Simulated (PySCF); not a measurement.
Below is a simulated gas-phase Si 2p photoelectron spectrum of Si3H6 (cyclo-(SiH2)3).

Every computed line was given a Gaussian of 0.8 eV full width at half maximum and an area set by the number of equivalent atoms (split 2:1 within a doublet); the highest printed point is 100. Method: PySCF, delta-SCF UKS SCAN, pcX-2 on the ionised atom, pcseg-1 elsewhere, spin-free X2C.

```json
{"binding energy (eV)": "105.0", "intensity": "0"}
{"binding energy (eV)": "105.1", "intensity": "1"}
{"binding energy (eV)": "105.2", "intensity": "1"}
{"binding energy (eV)": "105.3", "intensity": "3"}
{"binding energy (eV)": "105.4", "intensity": "6"}
{"binding energy (eV)": "105.5", "intensity": "11"}
{"binding energy (eV)": "105.6", "intensity": "20"}
{"binding energy (eV)": "105.7", "intensity": "32"}
{"binding energy (eV)": "105.8", "intensity": "47"}
{"binding energy (eV)": "105.9", "intensity": "63"}
{"binding energy (eV)": "106.0", "intensity": "79"}
{"binding energy (eV)": "106.1", "intensity": "92"}
{"binding energy (eV)": "106.2", "intensity": "99"}
{"binding energy (eV)": "106.3", "intensity": "100"}
{"binding energy (eV)": "106.4", "intensity": "96"}
{"binding energy (eV)": "106.5", "intensity": "89"}
{"binding energy (eV)": "106.6", "intensity": "81"}
{"binding energy (eV)": "106.7", "intensity": "72"}
{"binding energy (eV)": "106.8", "intensity": "63"}
{"binding energy (eV)": "106.9", "intensity": "54"}
{"binding energy (eV)": "107.0", "intensity": "44"}
{"binding energy (eV)": "107.1", "intensity": "34"}
{"binding energy (eV)": "107.2", "intensity": "25"}
{"binding energy (eV)": "107.3", "intensity": "17"}
{"binding energy (eV)": "107.4", "intensity": "10"}
{"binding energy (eV)": "107.5", "intensity": "6"}
{"binding energy (eV)": "107.6", "intensity": "3"}
{"binding energy (eV)": "107.7", "intensity": "2"}
{"binding energy (eV)": "107.8", "intensity": "1"}
{"binding energy (eV)": "107.9", "intensity": "0"}
{"binding energy (eV)": "108.0", "intensity": "0"}
```

Task: Count the maxima, the lines and the sites behind this envelope.

Result: The curve has 1 maximum (at 106.3 eV). Under it lie 2 lines from 1 inequivalent silicon site, drawn as a 2p3/2, 2p1/2 pair. At this width some lines have no maximum of their own.

Task: Decompose the envelope and assign each component. Bonds: Si1–Si4, Si1–Si7, Si4–Si7. Hydrogens: H2, H3 on Si1; H5, H6 on Si4; H8, H9 on Si7.

Result: 
| position (eV) | relative area | line | atoms | environment |
| --- | --- | --- | --- | --- |
| 106.19 | 2.00 | Si 2p3/2 | Si1/Si4/Si7 | silicon bonded to 2 Si and 2 H |
| 106.82 | 1.00 | Si 2p1/2 | Si1/Si4/Si7 | silicon bonded to 2 Si and 2 H |

Task: What are the centre and the root-mean-square width of the whole band?

Result: The area-weighted mean of the lines is 106.40 eV. Their own spread about it is 0.29 eV (rms) and each Gaussian has σ = 0.8/2.355 = 0.34 eV; the variances add, which gives 0.45 eV.

The curve has no shake-up lines and no vibrational structure. The first atom of each set that the bonding makes equivalent was ionised and stands for the set. The 2p values aren't plain energy differences: one relaxed spin-free 2p hole is combined with a matrix within the shell (ground-state 2p orbital-energy differences and spin–orbit coupling). 2p3/2, the mean of its two sublevels, lies a third of the splitting below the shell's mean and 2p1/2 two thirds above it; the statistical areas are 2:1. 2p1/2 minus 2p3/2 (ligand field included): Si 0.62 eV. Isolated species at its PBE0-D3(BJ)/def2-SVP geometry (one conformer only).

On Arm Neoverse V2, one thread (shared host), this took 5.3 s.
